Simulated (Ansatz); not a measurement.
System: antifluorite Mg2Sn. Method: PBE0 (Ansatz, a first-principles code, plane waves, PAW).

Run with plane-wave cutoff 460 eV, 6×6×6 k mesh, Fermi–Dirac smearing 0.01 eV, scalar-relativistic PAW data made under PBE.

Properties against volume:

| V (Å³/atom) | P (GPa) | direct gap at Γ (eV) | smallest gap on the k mesh (eV) |
|---|---|---|---|
| 24.465 | 2.64 | 2.956 | 0.885 |
| 25.109 | 1.24 | 2.786 | 0.828 |
| 25.846 | -0.15 | 2.599 | 0.766 |
| 26.397 | -1.07 | 2.463 | 0.721 |
| 27.041 | -2.02 | 2.309 | 0.670 |

The fundamental gap (0.77 eV at the equilibrium volume, on the SCF mesh) lies elsewhere than Γ–Γ.

Measured, for comparison: band gap 0.36 eV (temperature not stated, not corrected to a static lattice, indirect, Γ–X; as tabulated in Ryu et al. (2019), arXiv:1905.06140).

Spin–orbit coupling is not included.
